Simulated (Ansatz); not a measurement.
A run of Ansatz (development build ahead of 0.2.0) on doublet C₂H₅ at this shape:

```yaml
atoms:
  - { symbol: C, position_ang: [0.2962, -0.6039, 0.2023] }
  - { symbol: C, position_ang: [-0.3613, 0.6709, -0.2417] }
  - { symbol: H, position_ang: [0.1423, 1.6340, -0.0617] }
  - { symbol: H, position_ang: [-1.2321, 0.6869, -0.8164] }
  - { symbol: H, position_ang: [1.2778, -0.6673, -0.2634] }
  - { symbol: H, position_ang: [0.4696, -0.6780, 1.2632] }
  - { symbol: H, position_ang: [-0.2346, -1.5094, -0.1778] }
```

Its results:

```json
{
  "Converged": "yes",
  "Total energy": "-78.53977 hartree",
  "Spin squared of the determinant": "0.762",
  "Stability test": "minimum"
}
```

Forces (eV/Å):
```
atom      Fx      Fy      Fz
  C1  -0.256  -0.528  -1.481
  C2   1.644   0.454   1.256
  H3  -0.303  -0.569  -0.063
  H4  -1.394  -0.056  -0.900
  H5   0.377   0.003  -0.011
  H6  -0.202  -0.024   0.593
  H7   0.133   0.721   0.606
```

Which input gives this output? Name the method, the orbitals and the basis set, and write the input.

UHF in def2-SVP.

```yaml
crystal:
  periodic: [false, false, false]
  atoms:
    - { symbol: C, position_ang: [0.29618, -0.60388, 0.20229] }
    - { symbol: C, position_ang: [-0.36133, 0.67093, -0.24169] }
    - { symbol: H, position_ang: [0.14228, 1.63396, -0.06165] }
    - { symbol: H, position_ang: [-1.23214, 0.68694, -0.81644] }
    - { symbol: H, position_ang: [1.27779, -0.66727, -0.26341] }
    - { symbol: H, position_ang: [0.46959, -0.67795, 1.26318] }
    - { symbol: H, position_ang: [-0.23459, -1.50943, -0.17781] }
basis:
  gaussian: { orbitals: def2-SVP }
magnetization:
  spin_polarized: true
  initial_magnetization: 1
hamiltonian:
  xc: hf
output:
  forces: true
```
